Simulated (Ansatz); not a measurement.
Si(NH2)2 (SiN₂H₄). Total charge 0; singlet. Geometry PBE0-D4/def2-TZVP, basis def2-TZVP, Ansatz.

```xyz
7

Si    0.537    0.618   -0.785
N     1.173   -0.308    0.512
H     2.167   -0.358    0.660
H     0.663   -0.848    1.195
N    -1.142    0.345   -0.558
H    -1.813    0.765   -1.179
H    -1.586   -0.214    0.155
```

```csv
run,HOMO (eV),LUMO (eV)
A,-6.16,-0.44
B,-7.65,0.82
C,-6.33,-0.26
D,-8.63,1.81
E,-5.93,-0.63
F,-5.44,-0.93
```

B3LYP takes the VWN-RPA correlation. HSE06 is defined as in plane-wave codes, on full-range PBE exchange.

Question: The runs used B3LYP, CAM-B3LYP, HSE06, PBE0, r2SCAN, ωB97X-V. Estimate which is which.

Answer: A B3LYP (20 % exact exchange); B CAM-B3LYP (range-separated); C PBE0 (25 % exact exchange); D ωB97X-V (range-separated); E HSE06 (range-separated); F r2SCAN (0 % exact exchange). Exact exchange lowers occupied and raises empty levels; among semilocal functionals meta-GGAs tend to open the gap a little, and such runs are hard to tell apart. The gap grows from 4.51 eV (r2SCAN) to 10.43 eV (ωB97X-V).
